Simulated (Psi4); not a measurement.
**B3LYP/6-31G(d) (Cartesian functions) run of BPH6 (SMILES [BH3-][PH3+])**

What is the vertical electron affinity of BPH6 at B3LYP/6-31G* (Cartesian functions)? 

Program for the calculation: Psi4 1.11.

1 further run of the same task is left out (set aside as unsound or not needed). Runs told in other sessions of the task aren't counted.

**1. The structure to begin with**

BPH6 has 8 atoms, charge 0, and is taken as a singlet. As SMILES, `[BH3-][PH3+]`. The coordinates come from a PBE0-D4/def2-TZVP relaxation.

Bond lengths: B1–P2 1.910 Å, B1–H3 1.209 Å, B1–H4 1.209 Å, B1–H5 1.209 Å, P2–H6 1.408 Å, P2–H7 1.409 Å, P2–H8 1.408 Å. Some angles: B1–P2–H6 118.0°, B1–P2–H7 118.1°, B1–P2–H8 118.0°, P2–B1–H3 103.8°, P2–B1–H4 103.8°, P2–B1–H5 103.8°, H6–P2–H7 99.7°, H6–P2–H8 99.7°, H7–P2–H8 99.7°, H3–B1–H4 114.5°.

**2. The energy at B3LYP/6-31G(d) (Cartesian functions)**

Contents of job.py:

```python
import psi4

psi4.set_memory('1600 MB')
psi4.set_num_threads(1)
psi4.set_output_file('run.log', False)

geom = psi4.geometry("""
B     -1.05087670     0.42934578    -1.72720968
P      0.81995217    -0.34317426     1.26177013
H     -3.20006222     0.64836503    -0.98284656
H     -0.69504127    -1.37987802    -3.07647413
H     -0.10487980     2.37009451    -2.47535225
H      0.79141730     1.42806603     3.24806126
H      3.44515970    -0.71866285     1.03386916
H      0.16856357    -2.54205958     2.61273534
units au
symmetry c1
""")

options = {'puream': False, 'e_convergence': 1e-09, 'd_convergence': 1e-08, 'scf_type': 'pk', 'dft_radial_points': 99, 'dft_spherical_points': 590}
psi4.set_options(options)

energy_value, wavefunction = psi4.energy('b3lyp/6-31G*', return_wfn=True)
print(f'total energy {energy_value:.8f} hartree = {energy_value * 27.211386:.5f} eV')
for k, v in sorted(psi4.core.scalar_variables().items()):
    print(f'{k:45s} {v:18.10f}')
```

Run with:

```bash
$ python job.py
```

run.log:

```text
[...]
  Running in c1 symmetry.
[...]
  Nuclear repulsion =   59.544517167020494
[...]
  Multiplicity = 1
[...]
  Nalpha       = 13
  Nbeta        = 13
[...]
    Number of basis functions: 46
[...]
   @RKS iter   1:  -369.63156461293778   -2.21013e-01   1.00301e-02 DIIS/ADIIS
[...]
   @RKS iter   9:  -369.78602588508068   -1.26761e-11   4.79935e-09 DIIS
[...]
    Orbital Energies [Eh]
    ---------------------
    Doubly Occupied:
       1A    -77.135354     2A     -6.685216     3A     -6.610592
       4A     -4.772437     5A     -4.772436     6A     -4.768698
       7A     -0.707194     8A     -0.501597     9A     -0.442580
      10A     -0.442559    11A     -0.316957    12A     -0.300535
      13A     -0.300527
[...]
  @RKS Final Energy:  -369.78602588508068
   => Energetics <=
    Nuclear Repulsion Energy =             59.5445171670204942
    One-Electron Energy =                -626.1432534902271527
    Two-Electron Energy =                 220.6464828872942689
    DFT Exchange-Correlation Energy =     -23.8337724491682650
    Empirical Dispersion Energy =           0.0000000000000000
    VV10 Nonlocal Energy =                  0.0000000000000000
    Total Energy =                       -369.7860258850806758
[...]
 Multipole Moments:
 ------------------------------------------------------------------------------------
     Multipole            Electronic (a.u.)      Nuclear  (a.u.)        Total (a.u.)
 ------------------------------------------------------------------------------------
 L = 1.  Multiply by 2.5417464519 to convert [e a0] to [Debye]
 Dipole X            :          1.0841810           -0.2562415            0.8279395
 Dipole Y            :         -0.4480552            0.1061634           -0.3418918
 Dipole Z            :          1.7312046           -0.4084037            1.3228009
 Magnitude           :                                                    1.5975531
[...]
```

The script printed:

```text
total energy -369.78602589 hartree = -10062.39029 eV
CURRENT ENERGY                                   -369.7860258851
CURRENT REFERENCE ENERGY                         -369.7860258851
DD SOLVATION ENERGY                                 0.0000000000
DFT FUNCTIONAL TOTAL ENERGY                      -369.7860258851
DFT TOTAL ENERGY                                 -369.7860258851
DFT VV10 ENERGY                                     0.0000000000
DFT XC ENERGY                                     -23.8337724492
GRID ELECTRONS ALPHA                               12.9999999682
GRID ELECTRONS BETA                                12.9999999682
GRID ELECTRONS TOTAL                               25.9999999363
NUCLEAR REPULSION ENERGY                           59.5445171670
ONE-ELECTRON ENERGY                              -626.1432534902
PCM POLARIZATION ENERGY                             0.0000000000
PE ENERGY                                           0.0000000000
SCF ITERATION ENERGY                             -369.7860258851
SCF ITERATIONS                                      9.0000000000
SCF TOTAL ENERGY                                 -369.7860258851
TWO-ELECTRON ENERGY                               220.6464828873
XC GRID RADIAL POINTS                              99.0000000000
XC GRID SPHERICAL POINTS                          590.0000000000
XC GRID TOTAL POINTS                           443718.0000000000
```

It took 6 s on 1 thread of Intel Xeon 6975P-C (Granite Rapids), shared host; peak memory 0.81 GiB.

**3. The doublet anion, same level**

Contents of bh6p.json:

```json
{
  "schema_name": "qcschema_input",
  "schema_version": 1,
  "molecule": {
    "schema_name": "qcschema_molecule",
    "schema_version": 2,
    "symbols": ["B", "P", "H", "H", "H", "H", "H", "H"],
    "geometry": [-1.0508767, 0.42934578, -1.72720968, 0.81995217, -0.34317426, 1.26177013, -3.20006222, 0.64836503, -0.98284656, -0.69504127, -1.37987802, -3.07647413, -0.1048798, 2.37009451, -2.47535225, 0.7914173, 1.42806603, 3.24806126, 3.4451597, -0.71866285, 1.03386916, 0.16856357, -2.54205958, 2.61273534],
    "molecular_charge": -1,
    "molecular_multiplicity": 2,
    "fix_symmetry": "c1"
  },
  "driver": "energy",
  "model": {
    "method": "b3lyp",
    "basis": "6-31G*"
  },
  "keywords": {
    "reference": "uks",
    "puream": false,
    "e_convergence": 1e-09,
    "d_convergence": 1e-08,
    "scf_type": "pk",
    "dft_radial_points": 99,
    "dft_spherical_points": 590,
    "maxiter": 100
  }
}
```

Run with:

```bash
$ psi4 --qcschema bh6p.json -n 1 --memory 1600MB
```

stdout:

```text
[...]
  Running in c1 symmetry.
[...]
  Nuclear repulsion =   59.544517167020494
[...]
  Multiplicity = 2
[...]
  Nalpha       = 14
  Nbeta        = 13
[...]
    Number of basis functions: 46
[...]
   @UKS iter   1:  -369.32318921803380    8.73624e-02   1.43257e-02 ADIIS/DIIS
[...]
   @UKS iter  25:  -369.67521689791948   -1.76215e-12   2.94043e-09 DIIS
[...]
   @S^2 Observed:                7.534400374E-01
[...]
    Orbital Energies [Eh]
    ---------------------
    Alpha Occupied:
       1A    -76.864821     2A     -6.476243     3A     -6.336859
       4A     -4.500089     5A     -4.497799     6A     -4.496620
       7A     -0.450095     8A     -0.278314     9A     -0.194092
      10A     -0.191899    11A     -0.095761    12A     -0.090974
      13A     -0.089268    14A      0.198307
    Alpha Virtual:
      15A      0.254973    16A      0.279156    17A      0.299910
      18A      0.372285    19A      0.372397    20A      0.385443
      21A      0.484673    22A      0.485656    23A      0.507587
      24A      0.613905    25A      0.653934    26A      0.655660
[...]
  @UKS Final Energy:  -369.67521689791948
   => Energetics <=
    Nuclear Repulsion Energy =             59.5445171670204942
    One-Electron Energy =                -632.4224337719226696
    Two-Electron Energy =                 227.2680248028449910
    DFT Exchange-Correlation Energy =     -24.0653250958621818
    Empirical Dispersion Energy =           0.0000000000000000
    VV10 Nonlocal Energy =                  0.0000000000000000
    Total Energy =                       -369.6752168979194266
  UHF NO Occupations:
  HONO-2 :   12  A 1.9996438
  HONO-1 :   13  A 1.9988771
[...]
 Multipole Moments:
 ------------------------------------------------------------------------------------
     Multipole            Electronic (a.u.)      Nuclear  (a.u.)        Total (a.u.)
 ------------------------------------------------------------------------------------
 L = 1.  Multiply by 2.5417464519 to convert [e a0] to [Debye]
 Dipole X            :          0.8203081           -0.2562415            0.5640665
 Dipole Y            :         -0.2932695            0.1061634           -0.1871061
 Dipole Z            :          1.2667118           -0.4084037            0.8583080
 Magnitude           :                                                    1.0439696
[...]
```

The result, in JSON:

```text
{
 "driver": "energy",
 "model": {
  "method": "b3lyp",
  "basis": "6-31G*"
 },
 "success": true,
 "return_result": -369.6752168979195,
 "properties": {
  "calcinfo_nbasis": 46,
  "calcinfo_nmo": 46,
  "calcinfo_nalpha": 14,
  "calcinfo_nbeta": 13,
  "calcinfo_natom": 8,
  "nuclear_repulsion_energy": 59.544517167020494,
  "return_energy": -369.6752168979195,
  "scf_one_electron_energy": -632.4224337719227,
  "scf_two_electron_energy": 227.268024802845,
  "scf_xc_energy": -24.065325095862182,
  "scf_dipole_moment": [0.5640665284756612, -0.18710614574650614, 0.858308033624104],
  "scf_total_energy": -369.6752168979195,
  "scf_iterations": 25
 }
}
```

Wall time 20 s (1 thread of Intel Xeon 6975P-C (Granite Rapids), shared host); peak memory 0.81 GiB.

**4. Outcome**

Level: B3LYP/6-31G* (Cartesian functions).

```
                                         quantity          value
                       singlet BPH6: total energy  -369.78603 Eh
                      singlet BPH6: dipole moment         4.06 D
                        singlet BPH6: HOMO energy       -8.18 eV
                        singlet BPH6: LUMO energy        0.68 eV
                      singlet BPH6: HOMO–LUMO gap        8.86 eV
                      doublet anion: total energy  -369.67522 Eh
doublet anion: HOMO energy (highest over α and β)        5.40 eV
 doublet anion: LUMO energy (lowest over α and β)        6.94 eV
                              doublet anion: ⟨S²⟩          0.753
vertical electron affinity (to the doublet anion)      -3.015 eV
```

**Reading.** The anion lies 3.02 eV (291 kJ/mol) above the neutral: the electron isn't bound at this level, and such a value depends on the basis. Without diffuse functions anions come out too high. The HOMO (doublet anion) lies at positive energy, 5.40 eV, from the functional's self-interaction, a short basis or an electron that isn't bound; only total energies against the neutral tell.
